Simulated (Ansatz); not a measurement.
**C2H3F3O: harmonic frequencies at the relaxed geometry in Python**

At which frequencies does C2H3F3O vibrate? Wanted for C2H3F3O: harmonic frequencies at the relaxed geometry. SMILES: OCC(F)(F)F.

Computed with the Python package of Ansatz 0.2.0. Level of theory: CAM-B3LYP/def2-SVP.

**1. The system**

Bond lengths: O1–C2 1.435 Å, C2–C3 1.527 Å, C3–F4 1.354 Å, C3–F5 1.351 Å, C3–F6 1.349 Å, O1–H7 0.976 Å, C2–H8 1.094 Å, C2–H9 1.094 Å. Angles: O1–C2–C3 113.9°, O1–C2–H8 107.7°, O1–C2–H9 107.3°, C3–C2–H8 110.1°, C3–C2–H9 109.7°, H8–C2–H9 107.9°, C2–O1–H7 107.5°, C2–C3–F4 110.2°, C2–C3–F5 111.1°, C2–C3–F6 111.9°, F4–C3–F5 107.7°, F4–C3–F6 107.8°, F5–C3–F6 108.0°.

The script holds or builds the structure itself.

**2. Script**

The input, c2h3f3o.py:

```python
# -*- coding: utf-8 -*-
"""Harmonic frequencies of C2H3F3O at its relaxed geometry."""

import itertools

import ansatz as az
from ase import Atoms
from ase.data import atomic_numbers, covalent_radii
import numpy as np

params = {
    "basis_set": "def2-SVP",
    "xc": "cam_b3lyp",
}


def main():
    atoms = Atoms(["O", "C", "C", "F", "F", "F", "H", "H", "H"], positions=[
        (-1.638, -0.2164, 0.1754),
        (-0.3987, 0.4831, 0.3634),
        (0.8239, -0.2801, -0.14),
        (0.6585, -0.6239, -1.4392),
        (1.9391, 0.477, -0.0537),
        (1.0343, -1.4124, 0.5628),
        (-1.6437, -0.5615, -0.7372),
        (-0.2951, 0.695, 1.4316),
        (-0.4804, 1.4391, -0.1631),
    ])
    mol = az.Crystal.molecule_from_ase(atoms)

    model = mol.calculation().basis(gaussian=params["basis_set"]).functional(params["xc"])
    symbols = [site.symbol for site in mol.cartesian_sites]
    start = np.array([site.position_ang for site in mol.cartesian_sites], dtype=float)
    r = model.relax(force_tolerance=0.003).run().report
    end = np.array(r["positions_ang"])

    # pairs closer than 1.2 times the sum of covalent radii, before or after
    radius = [covalent_radii[atomic_numbers[s]] for s in symbols]
    span = lambda where, i, j: np.linalg.norm(where[i] - where[j])
    bonded = [(i, j) for i, j in itertools.combinations(range(len(symbols)), 2) if min(span(start, i, j), span(end, i, j)) < 1.2 * (radius[i] + radius[j])]
    print("pair        before    after (A)")
    for i, j in bonded:
        print(f"{symbols[i]}{i}-{symbols[j]}{j}".ljust(10), f"{span(start, i, j):8.4f} {span(end, i, j):8.4f}")

    # frequencies need a stationary point, so they are taken at the relaxed geometry
    minimum = az.Crystal.molecule()
    for symbol, place in zip(symbols, end):
        minimum = minimum.atom(symbol, place.tolist())
    vibrating = (
        minimum.calculation()
        .basis(gaussian=params["basis_set"])
        .functional(params["xc"])
        .phonons(temperatures=(298.15, 498.15, 100))
    )
    vib = vibrating.run().report["vibrations"]
    sums = vib["harmonic_sums"]
    modes = [m["omega_inv_cm"] for m in sums["modes_at_gamma"] if m["rigid_motion"] == "no"]
    for number, w in enumerate(modes, start=1):
        print(f"mode {number:2d} {w:9.1f} 1/cm {w / 8065.544 * 1000:8.2f} meV")
    print("imaginary modes:", sum(w < 0 for w in modes), " zero-point energy:", round(sums["zero_point_energy_ev"], 4), "eV")
    print("T (K)   F_vib (eV)   S_vib (meV/K)   C_vib (meV/K)")
    for row in zip(sums["temperatures_k"], sums["vibrational_free_energy_ev"], vib["entropy_ev_per_k"], vib["heat_capacity_ev_per_k"]):
        print(f"{row[0]:6.1f} {row[1]:11.4f} {1000 * row[2]:13.4f} {1000 * row[3]:15.4f}")


if __name__ == "__main__":
    main()
```

**3. What the engine is handed**

The package turns the script's settings into the engine's input (first run):

```yaml
crystal:
  periodic: [false, false, false]
  atoms:
    - { symbol: O, position_ang: [-1.638, -0.2164, 0.1754] }
    - { symbol: C, position_ang: [-0.3987, 0.4831, 0.3634] }
    - { symbol: C, position_ang: [0.8239, -0.2801, -0.14] }
    - { symbol: F, position_ang: [0.6585, -0.6239, -1.4392] }
    - { symbol: F, position_ang: [1.9391, 0.477, -0.0537] }
    - { symbol: F, position_ang: [1.0343, -1.4124, 0.5628] }
    - { symbol: H, position_ang: [-1.6437, -0.5615, -0.7372] }
    - { symbol: H, position_ang: [-0.2951, 0.695, 1.4316] }
    - { symbol: H, position_ang: [-0.4804, 1.4391, -0.1631] }
basis:
  gaussian:
    orbitals: def2-SVP
hamiltonian:
  xc: cam_b3lyp
relax:
  f_tol: 0.003
```

**4. The run**

Command:

```bash
> python c2h3f3o.py
```

Without the output at hand: what should come out? Wanted: moves of the relaxation of run 1; energy gained in run 1; last largest force component of run 1; highest frequency; imaginary modes; zero-point energy.

The runs gave:

| quantity | value |
| --- | --- |
| runs compared | 2 |
| moves of the relaxation of run 1 | 6 |
| energy gained in run 1 | 0.111 eV |
| last largest force component of run 1 | 0.0030 eV/Å |
| highest frequency | 3847 cm⁻¹ |
| imaginary modes | 0 |
| zero-point energy | 1.598 eV |

What this shows: The dearest, run 2 (phonons), took some 4.1 times as long as run 1 (relaxation). Run 1: The relaxation took 6 moves; the largest shift is 0.095 Å, of atom 1 (O). All frequencies are real, so the geometry is a minimum. The values are harmonic; measured fundamentals also hold anharmonic shifts, mostly downward for stretches. The frequencies are harmonic and unscaled, in a modest basis. The result belongs to the one conformer reached from this start, and soft torsions count as harmonic oscillators.
